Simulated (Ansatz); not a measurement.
## [GeH₃···H···Br], doublet: the ladder up to UCCSDT(Q)

Geometry: a point of a hydrogen-transfer path between rigid fragments, not a stationary point.

| atom | x (Å) | y (Å) | z (Å) |
| --- | --- | --- | --- |
| Ge | -1.8003 | 0.0000 | 0.0000 |
| H | -2.3118 | 1.4466 | 0.0000 |
| H | -2.3118 | -0.7233 | 1.2528 |
| H | -2.3118 | -0.7233 | -1.2528 |
| H | -0.2003 | 0.0000 | 0.0000 |
| Br | 1.7267 | 0.0000 | 0.0000 |

Basis cc-pVDZ; Ansatz 0.2.0. Only valence electrons are correlated (noble-gas cores and the filled d shells of p-block atoms frozen), which leaves 15 electrons in 46 orbitals. Prefix R: restricted or restricted open-shell reference; prefix U: unrestricted. Active spaces: valence = (15e, 12o) chosen from the atoms' valence shells. No spin–orbit coupling is included, and no scalar relativity.

Full CI isn't at hand for all of this; UCCSDT(Q) serves as the reference, and is uncertain by about the last step of the cluster series. The frozen core follows each run's orbitals, which can shift R against U totals by a few meV for light atoms and by up to 0.1 eV past Ca.

```
UHF ⟨S²⟩                          : 0.767
T1 diagnostic (RCCSD)             : 0.0177
largest doubles amplitude (RCCSD) : 0.039
T1 diagnostic (UCCSD)             : 0.0123
```

Task: From what is known of these methods and the diagnostics, rank them by the size of their error in total energy against UCCSDT(Q) in cc-pVDZ, smallest first (an estimate: the text doesn't fix the numbers).
A. UCCSD(T)
B. UCCSDT
C. UHF
D. UCCSD
E. UMP2

Result: B (0.7 kJ/mol), A (3.0 kJ/mol), D (14.4 kJ/mol), E (126.3 kJ/mol), C (693.8 kJ/mol).

All errors are against UCCSDT(Q) in cc-pVDZ. Within each family the higher level lies nearer, as is usual though not guaranteed.

Natural occupations of CASSCF (valence space) about the gap: 1.985 1.973 1.973 1.971 1.001 0.035 0.022 0.020 0.020; effectively unpaired electrons, Σ n²(2−n)², 1.02.
